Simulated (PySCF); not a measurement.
# C5H5F: the cost of one run

Programs: PySCF 2.14.0, with density-fitted response routines of our own. Each step states its level of theory. These are calculated values for one molecule in the gas phase, unless marked as measured. Atoms are numbered from 0 throughout.

## Step 1: Starting geometry

11 atoms, charge 0, multiplicity 1; geometry from: PBE0-D3(BJ)/def2-SVP.

Bonds of the start (Å): F0–C1 1.34, C1–C2 1.51, C2–C3 1.34, C3–C4 1.52, C4–C5 1.53, C4–C1 1.50, C5–C1 1.50, C2–H6 1.09, C3–H7 1.09, C4–H8 1.09, C5–H9 1.10, C5–H10 1.10.

## Step 2: NMR shieldings: PBE0/pcSseg-2

What the job is given:

```
{"job": {"kind": "nmr", "xc": "PBE0", "basis": "pcSseg-2", "pop": false}, "charge": 0, "multiplicity": 1}
F      0.775809     1.614902    -0.963784
C      0.224408     0.627480    -0.239502
C     -1.238356     0.533682     0.133043
C     -1.253287    -0.790273    -0.102613
C      0.197491    -0.837247    -0.550274
C      1.072250    -0.302437     0.579645
H     -1.923999     1.228416     0.624196
H     -1.960918    -1.584286     0.150401
H      0.611125    -1.326380    -1.433923
H      2.143448    -0.247539     0.353552
H      0.821637    -0.524513     1.622578
```

With the program's defaults for keys left out, this is: GIAO PBE0/pcSseg-2 NMR shielding, non-relativistic, gas phase.

The run is started by

```
$ OMP_NUM_THREADS=1 python probes_run.py task.json out
```

The driver reads the jobs from task.json and runs them one after another.

**Question.** How long does this first job take on 1 thread of Arm Neoverse V2, shared host, and how much memory does it need?

About 28 s, with a peak of 1.2 GiB.
